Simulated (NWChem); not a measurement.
Species: pyrazine (C4H4N2); SMILES c1cnccn1

All runs: NWChem. The geometry was optimised at B3LYP/6-31G* (spherical d).

**Question.** Predict the results for B3LYP/def2-SVP. Quantities: highest occupied level (eV); orbital gap (eV).

**Answer.** 
```yaml
highest occupied level (eV): -6.94
orbital gap (eV): 5.33
```
